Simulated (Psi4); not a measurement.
**The standard entropy of CH4 (methane) from a frequency calculation**

A singlet with charge 0, relaxed at PBE0-D4/def2-TZVP (density fitting) (Psi4 1.11):

```xyz
5

C     0.0000    0.0000    0.0000
H     0.1590   -0.2432    1.0502
H    -1.0067    0.3952   -0.1329
H     0.1197   -0.8995   -0.6033
H     0.7281    0.7474   -0.3139
```

Harmonic wavenumbers in cm⁻¹: 1327, 1327, 1327, 1551, 1552, 3047, 3168, 3168, 3168.

Masses in u: C 12.011, H 1.008. Take T = 298.15 K, p = 1 bar, R = 8.3145 J/(mol K), kT/hc = 207.22 cm⁻¹, rigid rotor and harmonic oscillator.

Work out S° at 298 K.


1. Translation (Sackur–Tetrode): S = R[3/2 ln M + 5/2 ln T − 1.1517] with M = 16.043 gives 143.5 J/(mol K).
2. Rotation: principal moments 3.191, 3.191, 3.192 u Å² give A, B, C = 5.2821, 5.2821, 5.2817 cm⁻¹; the symmetry number is σ = 12; q = (√π/σ)√((kT/hc)³/ABC) = 36; S = R(ln q + 3/2) = 42.3.
3. Vibration: with u = ν̃/207.22, each mode gives R[u/(eᵘ − 1) − ln(1 − e⁻ᵘ)]; the sum is 0.4, most from 1327 cm⁻¹ (0.1), 1327 cm⁻¹ (0.1), 1327 cm⁻¹ (0.1).
4. Spin: R ln 1 = 0.0.
5. Sum: 143.5 + 42.3 + 0.4 + 0.0 = 186.2 J/(mol K).

The tabulated value is 186.3 J/(mol K) (CRC Handbook of Chemistry and Physics): the model is off by -0.1.
